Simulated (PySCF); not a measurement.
Compound: C4H5NS.
Numbering: `[NH2:1][c:2]1[cH:3][cH:4][s:5][cH:6]1` (hydrogens: H7, H8 on N1; H9 on C3; H10 on C4; H11 on C6)

Geometry (PBE0-D3(BJ)/def2-TZVP, Å), atoms numbered from 1 in this order:
```
atom  x, y, z in Å
N1    -1.5446   -0.7001    0.7136
C2    -0.4236   -0.0493    0.2068
C3     0.7518   -0.7470   -0.1942
C4     1.7493    0.0899   -0.5911
S5     1.2875    1.7236   -0.4755
C6    -0.2695    1.3072    0.0969
H7    -2.3770   -0.1324    0.7302
H8    -1.7276   -1.5923    0.2816
H9     0.8446   -1.8255   -0.1740
H10    2.7354   -0.1755   -0.9393
H11   -0.9905    2.0760    0.3290
```

Level: wB97X-D/pcSseg-2 in PySCF, non-relativistic, on one gas-phase PBE0-D3(BJ)/def2-TZVP geometry that isn't relaxed in the solvent. The solvent is an IEF-PCM continuum (cavity from Bondi-type radii × 1.2). The model holds no explicit solvent molecules, cavitation or dispersion.

Gas phase at wB97X-D/pcSseg-2: HOMO -7.62 eV, LUMO 1.56 eV, dipole 1.78 D.

Problem. What does the continuum do to the energy, the frontier levels and the dipole at wB97X-D/pcSseg-2 in chloroform?

Solution. 
```csv
solvent,ε,E(solvent) − E(gas) (kcal/mol),polarisation term (kcal/mol),distortion of the solute (kcal/mol),HOMO (eV),LUMO (eV),dipole (D)
chloroform,4.711,-4.48,-4.93,0.45,-7.63,1.53,2.21
```

Polarisation term: ½ Σ q·V over the induced surface charges. Distortion: the rise of the solute's own energy as its density leaves the gas-phase optimum.

Problem. Which radius a makes the point-dipole formula ΔE = −[(ε − 1)/(2ε + 1)]·μ²/a³ give the value in chloroform, with the gas-phase dipole?

Solution. μ = 0.701 au and |ΔE| = 0.00715 Eh give a = 1.54 Å; the farthest nucleus lies 2.89 Å from the centroid of the nuclei, so such a sphere wouldn't even hold the nuclei. The formula assumes a rigid point dipole at the centre of a sphere.

Problem. Give the dipole vector in the frame of the coordinates (D, pointing from negative to positive charge), gas and chloroform.

Solution. Gas (-1.33, -1.03, -0.59), solvent (-1.63, -1.31, -0.70). Its length changes by +24 % and its direction by 1°.

Note: wB97X-D ran without an empirical dispersion term, which enters the total energy and its gradient alone.
